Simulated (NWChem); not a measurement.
System: oxygen (O2, triplet); SMILES O=O

Results from NWChem. Spin-unrestricted. Geometry: optimised at PBE0/def2-SVP, spin-unrestricted. No stability test was run on the SCF state.

For level PBE/def2-TZVPP:

```
Property                     Result
---------------------------  ------
highest occupied level (eV)   -6.57
```

Q: Estimate the same quantities for level PBE/STO-3G.

A: 
- highest occupied level (eV): -2.21
